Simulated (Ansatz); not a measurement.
A nudged elastic band was laid between two geometries of CH3S2 (6 atoms, charge 0, multiplicity 2).

Theory: UKS r2SCAN-D4/6-31G* in Ansatz 0.2.0.

* movable images: 5
* climbing image: yes
* spring: 5.0 eV/Å²
* optimiser: quadratic models (default)
* start path: straight line
* force threshold: 0.03 eV/Å
* iteration limit: 60
* end points: relaxed

Initial state:

```xyz
6
Properties=species:S:1:pos:R:3
C -0.344 0.453 -0.191
S 0.024 -0.851 1.037
S 1.633 -1.791 0.375
H -1.231 0.987 0.164
H 0.504 1.140 -0.266
H -0.544 -0.003 -1.165
```

Final state:

```xyz
6
Properties=species:S:1:pos:R:3
C -0.279 0.489 -0.208
S 1.062 -0.268 0.779
S 0.864 -2.225 0.568
H -1.249 0.143 0.160
H -0.196 1.575 -0.084
H -0.161 0.222 -1.262
```

(1) Which bonds break or form, and what moves?

(2) What energy profile does the band end with?

(3) What is the geometry of the highest image?

Results:

(1) No bond is made or broken. The dihedral H6–C1–S2–S3 goes from 61 to -62°. The two ends are copies of one structure, up to a mirror image or an exchange of like atoms.

(2) The run converged. The highest image is number 3 of 0 to 6, 4.2 kJ/mol above the ends, which have the same energy within 2 meV. Another band between the same ends (5 images) ends at a top of the same energy, where a vibrational analysis finds 1 clearly imaginary mode.

| image | path coordinate (Å) | energy (kJ/mol) | dihedral H6–C1–S2–S3 (°) |
| --- | --- | --- | --- |
| 0 | 0.00 | 0.0 | 61 |
| 1 | 0.36 | 1.0 | 41 |
| 2 | 0.73 | 3.2 | 21 |
| 3 | 1.09 | 4.2 | 0 |
| 4 | 1.46 | 3.1 | -21 |
| 5 | 1.82 | 1.0 | -42 |
| 6 | 2.19 | 0.0 | -62 |

(3) 
```xyz
6
Properties=species:S:1:pos:R:3:forces:R:3
C -0.319 0.488 -0.171 0.01 -0.01 0.01
S 0.553 -0.482 1.124 -0.01 0.02 0.00
S 1.272 -2.103 0.248 0.01 -0.01 -0.01
H -1.368 0.598 0.121 -0.01 0.00 0.00
H 0.149 1.474 -0.245 0.00 0.01 0.00
H -0.245 -0.040 -1.124 0.00 0.00 0.00
```

Run time: 3.7 min on 1 thread of Arm Neoverse V1, with other jobs on the host, peak memory 0.15 GiB.
